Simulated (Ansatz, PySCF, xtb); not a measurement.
Noncovalent pair: CH4S (SMILES CS) (first 6 atoms) with HCl (SMILES Cl); geometry from NCB31 set.
(charge 0, multiplicity 1):
```xyz
8

C     -1.44765     1.15565     0.01851
S     -1.41460    -0.65985    -0.08354
H     -1.46628     1.51682    -1.00988
H     -0.55297     1.53527     0.51001
H     -2.34424     1.49773     0.53186
H     -1.37736    -0.89092     1.23821
Cl     2.12577     0.02408     0.00316
H      0.92224    -0.44464    -0.09825
```

Monomers are frozen at their geometry in the pair; levels with a basis set take the counterpoise correction.

Codes used: Ansatz (Gaussian basis) for Hartree–Fock, density functionals and correlated methods; PySCF for the dispersion terms; xtb for the GFN methods. Each number belongs to the level named beside it.

Question: One of these levels gives -23.3 kJ/mol for the interaction energy. Which?
A. GFN-FF
B. HF/aug-cc-pV(D+d)Z
C. B3LYP-D4/def2-TZVPPD
D. B3LYP/def2-TZVPPD

Answer: C, B3LYP-D4/def2-TZVPPD. The others give -17.4 (GFN-FF), -5.0 (HF/aug-cc-pV(D+d)Z), -15.4 (B3LYP/def2-TZVPPD)

Ansatz is a first-principles code.
